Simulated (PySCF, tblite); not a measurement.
# C5H6F radical: geometry, infrared bands and EPR parameters

Wanted: the infrared bands and EPR parameters of C5H6F radical (`CC1=C(F)[CH]C1`), by calculation.

Computed with tblite 0.8.0 and PySCF 2.14.0, with density-fitted response routines of our own, on a single molecule in the gas phase. Atoms count from 0, in the outputs and in this text.

### 1 Starting geometry

12 atoms, charge 0, multiplicity 2; geometry from: force field or distance geometry start.

Bonds of the start (Å): C0–C1 1.50, C1–C2 1.32, C2–F3 1.36, C2–C4 1.45, C4–C5 1.50, C5–C1 1.48, C0–H6 1.10, C0–H7 1.12, C0–H8 1.10, C4–H9 1.11, C5–H10 1.11, C5–H11 1.11.

### 2 Geometry optimisation with GFN2-xTB

Job settings and geometry (Å):

```
{"job": {"kind": "relax", "xc": "GFN2-xTB", "basis": "xTB"}, "charge": 0, "multiplicity": 2}
C     -1.667400     0.008600     0.267400
C     -0.185500     0.092700     0.084500
C      0.658400     1.110200     0.043900
F      0.538900     2.468500     0.103600
C      1.764000     0.187800    -0.124600
C      0.822100    -0.977600    -0.074200
H     -2.078400    -0.944100    -0.110400
H     -2.089600     0.879200    -0.294200
H     -1.860800     0.105500     1.346700
H      2.316500     0.207000    -1.081600
H      1.043300    -1.581800     0.829600
H      0.739800    -1.556600    -1.016700
```

Started as:

```
$ OMP_NUM_THREADS=1 python probes_run.py task.json out
```

The driver reads the jobs from task.json and runs them one after another.

Log:

```text
step      E/eV     max force
  0    -499.41675    3.863
  1    -499.63418    2.306
  2    -499.75723    1.435
  3    -499.87748    1.053
  4    -499.95498    0.893
  5    -500.01324    0.608
  6    -500.05566    0.641
  7    -500.09625    0.641
  8    -500.12815    0.495
  9    -500.15517    0.426
 10    -500.17939    0.433
 11    -500.19913    0.366
 12    -500.21256    0.269
 13    -500.21943    0.249
 14    -500.22449    0.217
 15    -500.22910    0.206
 16    -500.23493    0.171
 17    -500.23727    0.158
 18    -500.24099    0.160
 19    -500.24385    0.164
 20    -500.24715    0.151
 21    -500.24996    0.127
 22    -500.25292    0.165
 23    -500.25625    0.183
 24    -500.25997    0.193
 25    -500.26356    0.165
 26    -500.26683    0.131
 27    -500.26961    0.125
 28    -500.27175    0.121
 29    -500.27328    0.090
 30    -500.27434    0.114
 31    -500.27513    0.085
 32    -500.27573    0.057
 33    -500.27615    0.039
 34    -500.27633    0.037
 35    -500.27653    0.041
 36    -500.27674    0.038
 37    -500.27699    0.041
 38    -500.27718    0.038
 39    -500.27732    0.032
 40    -500.27745    0.040
 41    -500.27759    0.036
 42    -500.27770    0.023
 43    -500.27778    0.024
 44    -500.27784    0.023
 45    -500.27789    0.022
 46    -500.27796    0.018
 47    -500.27800    0.013
 48    -500.27803    0.012
 49    -500.27804    0.014
 50    -500.27807    0.016
 51    -500.27812    0.016
 52    -500.27820    0.026
 53    -500.27834    0.038
 54    -500.27853    0.041
 55    -500.27879    0.044
 56    -500.27914    0.057
 57    -500.27956    0.065
 58    -500.28002    0.071
 59    -500.28056    0.089
 60    -500.28125    0.083
 61    -500.27885    0.257
 62    -500.28207    0.047
 63    -500.28235    0.040
 64    -500.28282    0.048
 65    -500.28299    0.046
 66    -500.28387    0.062
 67    -500.28459    0.066
 68    -500.28520    0.057
 69    -500.28464    0.176
 70    -500.28586    0.071
 71    -500.28615    0.048
 72    -500.28636    0.144
 73    -500.28704    0.031
 74    -500.28722    0.029
 75    -500.28749    0.037
 76    -500.28758    0.029
 77    -500.28778    0.022
 78    -500.28790    0.023
 79    -500.28795    0.014
 80    -500.28796    0.005
```

Run time: 0.3 s. Hardware: 1 thread of Arm Neoverse V1, shared host.

Step by step: (not every step is listed)

```
step  energy from step 0 (eV)  largest force (eV/Å)
   0                   0.0000                3.8627
   1                  -0.2174                2.3063
   2                  -0.3405                1.4354
   3                  -0.4607                1.0528
   4                  -0.5382                0.8927
   5                  -0.5965                0.6084
   6                  -0.6389                0.6406
   7                  -0.6795                0.6413
   8                  -0.7114                0.4945
  14                  -0.8077                0.2172
  20                  -0.8304                0.1509
  26                  -0.8501                0.1305
  32                  -0.8590                0.0569
  38                  -0.8604                0.0385
  44                  -0.8611                0.0226
  50                  -0.8613                0.0156
  56                  -0.8624                0.0568
  62                  -0.8653                0.0471
  68                  -0.8684                0.0569
  74                  -0.8705                0.0292
  75                  -0.8707                0.0375
  76                  -0.8708                0.0287
  77                  -0.8710                0.0219
  78                  -0.8712                0.0233
  79                  -0.8712                0.0141
  80                  -0.8712                0.0050
```

Close pairs (by a distance rule), those that changed most:

```
 bond  before (Å)  after (Å)  change (Å)
C2–C4       1.450      1.378      -0.071
C1–C2       1.323      1.388      +0.065
C1–C5       1.479      1.526      +0.048
C4–H9       1.105      1.068      -0.037
C0–H7       1.119      1.088      -0.031
C0–C1       1.496      1.470      -0.026
C2–F3       1.365      1.340      -0.025
C4–C5       1.499      1.521      +0.021
```

The final coordinates are the input of the step that follows.

### 3 Harmonic vibrations with GFN2-xTB

Job settings and geometry (Å):

```
{"job": {"kind": "ir", "xc": "GFN2-xTB", "basis": "xTB"}, "charge": 0, "multiplicity": 2}
C     -1.715577     0.020856     0.344448
C     -0.278160     0.095295     0.046136
C      0.656237     1.078973    -0.245657
F      0.544171     2.409815    -0.358625
C      1.729108     0.223680    -0.376923
C      0.821168    -0.956839    -0.070313
H     -2.228117    -0.604515    -0.390662
H     -2.159711     1.013566     0.336465
H     -1.882088    -0.436954     1.322482
H      2.769661     0.316601    -0.599889
H      1.049306    -1.491612     0.850751
H      0.695199    -1.669552    -0.884241
```

Log:

```text
mode    cm-1     km/mol
  1      78.5      0.39
  2     183.8      2.49
  3     220.3      2.87
  4     282.5      0.80
  5     430.5      2.45
  6     515.9      1.54
  7     546.4     35.04
  8     657.1      8.80
  9     765.5     26.94
 10     926.3      0.49
 11     938.9      1.25
 12     971.2      3.14
 13     994.0      3.93
 14    1046.4      2.30
 15    1097.2     85.90
 16    1149.9     72.11
 17    1164.7     14.37
 18    1243.1      2.49
 19    1386.3      8.06
 20    1391.5     65.52
 21    1447.4      7.11
 22    1451.8      1.60
 23    1466.4      0.97
 24    1634.1    136.04
 25    2948.1     15.75
 26    2973.4     21.15
 27    2979.1     35.02
 28    2997.5     41.58
 29    3040.7     14.41
 30    3190.2      9.28
```

It took 0.21 s on 1 thread of Arm Neoverse V1, shared host.

Which atoms move in the most intense modes:

```
cm⁻¹  km/mol                               atoms
 546    35.0           H9 58 %, C4 22 %, C2 15 %
 766    26.9  C0 30 %, F3 23 %, C4 12 %, C5 11 %
1097    85.9  C2 16 %, C4 15 %, C1 14 %, H9 13 %
1150    72.1  C4 29 %, H9 18 %, C2 17 %, C5 15 %
1392    65.5  C1 24 %, C2 19 %, C0 19 %, H6 10 %
1634   136.0           C2 44 %, C1 34 %, C4 12 %
2979    35.0                  H10 46 %, H11 44 %
2998    41.6                  H11 49 %, H10 47 %
```

### 4 EPR parameters: B3LYP/pcH-1

Settings changed since step 3:

```diff
@@ -1,2 +1,2 @@
-{"job": {"kind": "ir", "xc": "GFN2-xTB", "basis": "xTB"}, "charge": 0, "multiplicity": 2}
+{"job": {"kind": "epr", "basis": "pcH-1"}, "charge": 0, "multiplicity": 2}
 C     -1.715577     0.020856     0.344448
```

With the program's defaults for keys left out, this is: UKS B3LYP, pcH-1 on C F H, non-relativistic, mean-field spin-orbit, GIAO.

Log:

```text
UKS, coarse grid
  cycle   1  E = -293.84771597  |g| = 3.67e-01
  cycle   2  E = -293.82681322  |g| = 4.65e-01
  cycle   3  E = -293.90068117  |g| = 5.55e-02
  cycle   4  E = -293.90174512  |g| = 2.86e-02
  cycle   5  E = -293.90217481  |g| = 6.38e-03
  cycle   6  E = -293.90221634  |g| = 5.12e-03
  cycle   7  E = -293.90223573  |g| = 1.61e-03
  cycle   8  E = -293.90223927  |g| = 4.45e-04
UKS, final grid
  cycle   1  E = -293.90220555  |g| = 7.47e-04
  cycle   2  E = -293.90220493  |g| = 1.33e-03
  cycle   3  E = -293.90220584  |g| = 6.77e-05
  cycle   4  E = -293.90220584  |g| = 1.83e-05
E = -293.90220584 Eh   <S^2> = 0.7745 (exact 0.7500)
g shifts (ppm)      1          2          3
  rmc          -133       -133       -133
  gc             -7         31         16
  oz_so         -34        278        519
  total        -175        175        401
hyperfine (MHz)  atom isotope    a_iso     a_fc   dipolar eigenvalues
    0   13C     -23.47     -23.47     -1.71      0.61      1.10
    1   13C      65.70      65.70    -54.39    -52.55    106.94
    2   13C     -58.61     -58.61    -28.83     12.68     16.16
    3   19F     -36.59     -36.59    -73.00     26.56     46.44
    4   13C      62.03      62.03    -53.28    -51.31    104.58
    5   13C     -27.64     -27.64     -2.02      0.53      1.49
    6    1H      80.52      80.52     -3.80     -2.65      6.45
    7    1H       2.42       2.42     -3.55     -2.67      6.21
    8    1H      79.61      79.61     -3.79     -2.67      6.46
    9    1H     -46.12     -46.12    -26.59      0.19     26.39
   10    1H      14.58      14.58     -5.84     -0.51      6.36
   11    1H      14.56      14.56     -5.85     -0.51      6.36
```

Wall time 28 s (1 thread of Arm Neoverse V1, shared host); peak memory 0.74 GiB.

Principal g values 2.00214, 2.00249, 2.00272; g(iso) = 2.00245, against 2.00232 for a free electron.

Hyperfine couplings; where a row names several nuclei, a(iso) is their mean (it holds for fast rotation or exchange) and the dipolar term the largest among them:

```
    nuclei  isotope  a(iso) (MHz)  a(iso) (G, at g = 2.0023)  largest dipolar term (MHz)
        C1      13C          65.7                       23.4                       106.9
        C4      13C          62.0                       22.1                       104.6
        C2      13C         -58.6                      -20.9                       -28.8
H6, H7, H8       1H          54.2                       19.3                         6.5
        H9       1H         -46.1                      -16.5                       -26.6
        F3      19F         -36.6                      -13.1                       -73.0
        C5      13C         -27.6                       -9.9                        -2.0
        C0      13C         -23.5                       -8.4                        -1.7
  H10, H11       1H          14.6                        5.2                         6.4
```

Mulliken spin populations:

```
atom  value (e)
  C0      -0.05
  C1       0.64
  C2      -0.22
  F3      -0.01
  C4       0.67
  C5      -0.08
  H6       0.03
  H7       0.00
  H8       0.03
  H9      -0.03
 H10       0.01
 H11       0.01
```

In first order the couplings over 0.8 MHz of 1H, 19F give 48 distinct lines over 97.9 G, if the averaged nuclei exchange fast.

The fields below are evaluated on a grid from the run's orbitals.

ELF in a plane through or near 8 of the atoms.

Ten even steps from '0' (0.00) to '9' (1.00):
```
0000000000000000000000000000
0000000000000000000000000000
0000000000000000000000000000
0000000000000000000000000000
0000000000000000000000000000
0000000000111100000000000000
0000000001466310000000000000
0000000003534420002210000000
0000022237753873336531000000
0001799974865735843542000000
0002999979232552945552000000
0001899975942884469998300000
0000155313521430049999500000
0000000000268620018998200000
0000000002774873001421000000
0000000003787873000000000000
0000000001244320000000000000
0000000000000000000000000000
0000000000000000000000000000
0000000000000000000000000000
```
The map spans 10.9 Å across and 10.0 Å up, centred on the molecule. Atoms in the plane (x, y in Å): C0 (1.8, 0.0), C1 (0.3, -0.1), C2 (-0.7, -1.1), F3 (-0.6, -2.4), C4 (-1.8, -0.2), C5 (-0.8, 1.0), H7 (2.2, -1.0), H9 (-2.8, -0.3).

On the surface of density 0.002 e/bohr³ the electrostatic potential runs, from the 1st to the 99th percentile, from -0.83 V near F3 to 0.82 V near H9.

The spin density lies nearest to C1, C4 about 36 % each; C2 9 % (beta excess); H9 6 %.

### 5 What came out

```
                                 quantity                  value
strongest single infrared mode (GFN2-xTB)  1634 cm⁻¹, 136 km/mol
             zero-point energy (GFN2-xTB)          57.4 kcal/mol
                           g(iso) (B3LYP)                2.00245
                                     ⟨S²⟩     0.774 (exact 0.75)
       largest a(iso) (averaged by class)    13C on C1, 65.7 MHz
    surface potential, 1st and 99th percentile     -0.83 V and 0.82 V
```

In words: Over 80 steps the energy fell by 0.871 eV; of the close pairs, C2–C4 changed most, 1.450 to 1.378 Å. All 30 modes are real, so the xTB geometry is a minimum. The strongest single mode, at 1634 cm⁻¹, moves mainly C2 and C1. Unscaled tight-binding wavenumbers are off by several per cent, some by more. Its intensities can rank the bands wrongly. The largest spin populations lie on C4 (0.67 e), C1 (0.64 e). The isotropic g lies 0.1 ppt above the free-electron value.
